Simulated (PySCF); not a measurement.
CH4O.

```xyz
6

C     -0.0200     0.6641     0.0000
O      0.1223    -0.7474     0.0000
H     -0.5456     1.0252     0.8926
H      0.9863     1.0847     0.0000
H     -0.5456     1.0252    -0.8926
H     -0.7537    -1.1408     0.0000
```

The structure is a stationary point at ωB97X-D3(BJ)/def2-TZVP.

These are PBE0/pcSseg-2 (PySCF) values and carry that method's errors. Non-relativistic, no solvent.

Computed absolute GIAO shielding of each atom: isotropic value and principal components (ppm):
```json
[
 {"atom": "C1", "σ(iso)": "130.3", "σ11": "99.8", "σ22": "107.6", "σ33": "183.5", "span": "83.8"},
 {"atom": "O2", "σ(iso)": "328.0", "σ11": "287.0", "σ22": "303.5", "σ33": "393.4", "span": "106.4"},
 {"atom": "H3", "σ(iso)": "27.9", "σ11": "24.1", "σ22": "26.1", "σ33": "33.5", "span": "9.3"},
 {"atom": "H4", "σ(iso)": "28.0", "σ11": "25.1", "σ22": "26.1", "σ33": "33.0", "span": "7.9"},
 {"atom": "H5", "σ(iso)": "27.9", "σ11": "24.1", "σ22": "26.1", "σ33": "33.5", "span": "9.3"},
 {"atom": "H6", "σ(iso)": "31.8", "σ11": "22.3", "σ22": "28.6", "σ33": "44.4", "span": "22.1"}
]
```
